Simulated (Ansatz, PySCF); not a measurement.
DMSO (C2H6OS), SMILES O=S(C)C. Atoms are numbered in the order given.

```xyz
10

C     -1.2012     0.6931    -0.8107
S      0.0120    -0.4920    -0.1049
C      1.4632     0.6297    -0.2047
O     -0.3243    -0.6126     1.3609
H     -2.1793     0.1964    -0.7544
H     -0.9520     0.9290    -1.8559
H     -1.2052     1.5943    -0.1805
H      1.2350     1.5367     0.3738
H      2.2971     0.0902     0.2645
H      1.7019     0.8651    -1.2525
```

Geometry optimised at B3LYP-D3(BJ)/def2-SVP.

Two levels are set side by side: PBE-D3(BJ)/def2-SVP (Ansatz, a program for electronic structure) and B3LYP-D3(BJ)/def2-SVP (Ansatz). Each level has its own optimised geometry; the coordinates shown are those of the second. Frequencies come from the Hessian of PySCF at each geometry. Differences are taken from unrounded values.

```
quantity                            B3LYP-D3(BJ)
----------------------------------  ------------
mean bond length (Å)                       1.309
bond C1–S2 (Å)                             1.837
bond S2–C3 (Å)                             1.837
bond S2–O4 (Å)                             1.509
bond C1–H5 (Å)                             1.098
bond C1–H6 (Å)                             1.100
bond C1–H7 (Å)                             1.100
bond C3–H8 (Å)                             1.100
bond C3–H9 (Å)                             1.098
bond C3–H10 (Å)                            1.100
highest harmonic wavenumber (cm⁻¹)          3165
mean harmonic wavenumber (cm⁻¹)             1438
zero-point energy (kcal/mol)               49.32
```

**Question.** What does PBE-D3(BJ) give, and how far is it from B3LYP-D3(BJ)? (The exact figures need the calculation; the answer reports its results.)

**Answer.** 
```json
[
 {"quantity": "mean bond length (Å)", "PBE-D3(BJ)": "1.317", "PBE-D3(BJ) minus B3LYP-D3(BJ)": "0.009"},
 {"quantity": "bond C1–S2 (Å)", "PBE-D3(BJ)": "1.848", "PBE-D3(BJ) minus B3LYP-D3(BJ)": "0.012"},
 {"quantity": "bond S2–C3 (Å)", "PBE-D3(BJ)": "1.848", "PBE-D3(BJ) minus B3LYP-D3(BJ)": "0.012"},
 {"quantity": "bond S2–O4 (Å)", "PBE-D3(BJ)": "1.517", "PBE-D3(BJ) minus B3LYP-D3(BJ)": "0.008"},
 {"quantity": "bond C1–H5 (Å)", "PBE-D3(BJ)": "1.106", "PBE-D3(BJ) minus B3LYP-D3(BJ)": "0.008"},
 {"quantity": "bond C1–H6 (Å)", "PBE-D3(BJ)": "1.108", "PBE-D3(BJ) minus B3LYP-D3(BJ)": "0.008"},
 {"quantity": "bond C1–H7 (Å)", "PBE-D3(BJ)": "1.108", "PBE-D3(BJ) minus B3LYP-D3(BJ)": "0.008"},
 {"quantity": "bond C3–H8 (Å)", "PBE-D3(BJ)": "1.108", "PBE-D3(BJ) minus B3LYP-D3(BJ)": "0.008"},
 {"quantity": "bond C3–H9 (Å)", "PBE-D3(BJ)": "1.106", "PBE-D3(BJ) minus B3LYP-D3(BJ)": "0.008"},
 {"quantity": "bond C3–H10 (Å)", "PBE-D3(BJ)": "1.108", "PBE-D3(BJ) minus B3LYP-D3(BJ)": "0.008"},
 {"quantity": "highest harmonic wavenumber (cm⁻¹)", "PBE-D3(BJ)": "3109", "PBE-D3(BJ) minus B3LYP-D3(BJ)": "-56"},
 {"quantity": "mean harmonic wavenumber (cm⁻¹)", "PBE-D3(BJ)": "1397", "PBE-D3(BJ) minus B3LYP-D3(BJ)": "-41"},
 {"quantity": "zero-point energy (kcal/mol)", "PBE-D3(BJ)": "47.93", "PBE-D3(BJ) minus B3LYP-D3(BJ)": "-1.39"}
]
```

Exact exchange shortens and stiffens bonds; PBE has none. Differences between two approximate levels are no errors against the true value.
